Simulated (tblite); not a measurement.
C4H10N2.
Numbering: `[CH3:1][N:2]([NH2:3])[CH:4]1[CH2:5][CH2:6]1` (hydrogens: H7, H8, H9 on C1; H10, H11 on N3; H12 on C4; H13, H14 on C5; H15, H16 on C6)

Computed with GFN2-xTB (tblite), gas phase: L-BFGS steps from a force-field or distance-geometry start until the largest atomic force falls under 0.01 eV/Å.

Step 22: E = -528.8746 eV
```
atom  x, y, z in Å  |  force x, y, z in eV/Å
C1      1.8052   -0.9277    0.0468    0.060  -0.027  -0.079
N2      0.7851    0.0789    0.2966   -0.076  -0.068   0.191
N3      1.2477    1.3465   -0.1859   -0.088   0.064  -0.043
C4     -0.4894   -0.3144   -0.2434   -0.101   0.055  -0.086
C5     -1.6560    0.6369   -0.2608    0.158   0.055  -0.161
C6     -1.6512   -0.5126    0.6882    0.150  -0.175   0.049
H7      2.2113   -0.8321   -0.9686    0.001  -0.078   0.000
H8      1.3701   -1.9201    0.1688    0.052   0.098   0.065
H9      2.6252   -0.8035    0.7569   -0.134   0.070  -0.040
H10     1.0926    2.0533    0.5334   -0.039  -0.134  -0.034
H11     0.6914    1.6024   -1.0004    0.200   0.150  -0.098
H12    -0.4316   -0.9947   -1.0975    0.003   0.067   0.025
H13    -2.3012    0.6038   -1.1260   -0.056  -0.003   0.013
H14    -1.5381    1.6296    0.1454    0.051   0.011   0.044
H15    -1.4713   -0.2840    1.7231   -0.029  -0.029   0.128
H16    -2.2975   -1.3534    0.5118   -0.152  -0.055   0.025
```

Step 23: E = -528.8838 eV
```
atom  x, y, z in Å  |  force x, y, z in eV/Å
C1      1.8011   -0.9236    0.0501    0.080  -0.063  -0.089
N2      0.7862    0.0852    0.3068   -0.063  -0.110   0.179
N3      1.2497    1.3481   -0.1853   -0.105   0.021   0.001
C4     -0.4854   -0.3108   -0.2385   -0.107   0.021  -0.032
C5     -1.6451    0.6443   -0.2547    0.034   0.018  -0.081
C6     -1.6560   -0.5155    0.6849    0.199  -0.223   0.053
H7      2.1792   -0.8381   -0.9766    0.048  -0.088  -0.006
H8      1.3742   -1.9167    0.1917    0.011   0.094   0.064
H9      2.6360   -0.7960    0.7403   -0.110   0.109  -0.034
H10     1.0536    2.0595    0.5182   -0.025  -0.080  -0.073
H11     0.7241    1.5781   -1.0286    0.202   0.169  -0.065
H12    -0.4171   -0.9933   -1.0924   -0.038   0.121   0.047
H13    -2.2942    0.6277   -1.1163   -0.051  -0.014  -0.035
H14    -1.5263    1.6308    0.1674    0.066  -0.005   0.036
H15    -1.4955   -0.3072    1.7295    0.005  -0.003   0.033
H16    -2.2921   -1.3635    0.4921   -0.147   0.033   0.002
```

Step 24: E = -528.8913 eV
```
atom  x, y, z in Å  |  force x, y, z in eV/Å
C1      1.7981   -0.9208    0.0512    0.050  -0.053  -0.062
N2      0.7856    0.0888    0.3157   -0.025  -0.097   0.072
N3      1.2501    1.3490   -0.1850   -0.081  -0.052   0.051
C4     -0.4835   -0.3081   -0.2362   -0.068  -0.025   0.041
C5     -1.6364    0.6495   -0.2515   -0.093  -0.044   0.040
C6     -1.6564   -0.5211    0.6832    0.157  -0.164   0.016
H7      2.1558   -0.8435   -0.9825    0.076  -0.090  -0.024
H8      1.3778   -1.9127    0.2101   -0.025   0.055   0.059
H9      2.6408   -0.7874    0.7276   -0.050   0.133  -0.016
H10     1.0239    2.0608    0.5059   -0.023   0.008  -0.066
H11     0.7543    1.5652   -1.0501    0.177   0.143  -0.041
H12    -0.4068   -0.9919   -1.0881   -0.063   0.134   0.027
H13    -2.2920    0.6457   -1.1085   -0.022  -0.026  -0.046
H14    -1.5151    1.6311    0.1834    0.066  -0.035   0.022
H15    -1.5135   -0.3250    1.7351    0.043   0.010  -0.062
H16    -2.2904   -1.3706    0.4785   -0.118   0.102  -0.012
```

Step 25: E = -528.8976 eV
```
atom  x, y, z in Å  |  force x, y, z in eV/Å
C1      1.7966   -0.9199    0.0510    0.015  -0.012  -0.016
N2      0.7856    0.0899    0.3256    0.012  -0.041  -0.074
N3      1.2492    1.3480   -0.1840   -0.074  -0.032   0.090
C4     -0.4820   -0.3057   -0.2324   -0.013  -0.064   0.082
C5     -1.6308    0.6530   -0.2474   -0.166  -0.077   0.134
C6     -1.6542   -0.5287    0.6820    0.034  -0.066  -0.011
H7      2.1381   -0.8501   -0.9884    0.077  -0.089  -0.021
H8      1.3798   -1.9090    0.2269   -0.036   0.011   0.050
H9      2.6455   -0.7783    0.7159   -0.006   0.133  -0.012
H10     0.9970    2.0642    0.4931   -0.010   0.020  -0.087
H11     0.7814    1.5551   -1.0688    0.173   0.078   0.034
H12    -0.3993   -0.9863   -1.0843   -0.072   0.110  -0.019
H13    -2.2886    0.6603   -1.1043    0.016  -0.038  -0.012
H14    -1.5058    1.6307    0.1985    0.049  -0.076   0.002
H15    -1.5279   -0.3397    1.7390    0.077   0.009  -0.127
H16    -2.2922   -1.3745    0.4662   -0.077   0.135  -0.013
```

**Question.** Estimate the geometry and energy of step 26. (The exact step hangs on the optimiser's Hessian estimate; all steps are aligned on step 25, rigid shifts and turns removed.)

**Answer.** E = -528.9023 eV, largest force 0.292 eV/Å
```
atom  x, y, z in Å  |  force x, y, z in eV/Å
C1      1.7950   -0.9188    0.0488   -0.068   0.026   0.035
N2      0.7823    0.0888    0.3242    0.029   0.020  -0.172
N3      1.2477    1.3471   -0.1830    0.103  -0.219   0.119
C4     -0.4845   -0.3073   -0.2343    0.059  -0.062   0.071
C5     -1.6319    0.6512   -0.2465   -0.156  -0.107   0.185
C6     -1.6483   -0.5359    0.6825   -0.129   0.067  -0.025
H7      2.1344   -0.8541   -0.9892    0.089  -0.086  -0.080
H8      1.3812   -1.9052    0.2350   -0.052  -0.057   0.042
H9      2.6378   -0.7664    0.7134    0.108   0.126   0.036
H10     0.9896    2.0554    0.4882   -0.068   0.254   0.127
H11     0.8063    1.5668   -1.0727    0.052   0.016  -0.124
H12    -0.3987   -0.9860   -1.0839   -0.079   0.055  -0.093
H13    -2.2957    0.6639   -1.0995    0.039  -0.054   0.006
H14    -1.4956    1.6274    0.1992    0.018  -0.074   0.012
H15    -1.5301   -0.3459    1.7395    0.118   0.013  -0.106
H16    -2.2971   -1.3722    0.4669   -0.064   0.082  -0.033
```

The energy changes by -0.0047 eV. The first-order estimate −F·Δx gives -0.0098 eV and the mean of the old and new forces, exact on a quadratic surface, -0.0048 eV. The step makes an angle of 61° with the force vector and moves no atom by more than 0.028 Å.

The cost below is that of the whole relaxation. The run took 0.8 s of wall time on an Arm Neoverse N1 with one thread, shared host with 64 logical CPUs at a one-minute load of 55.
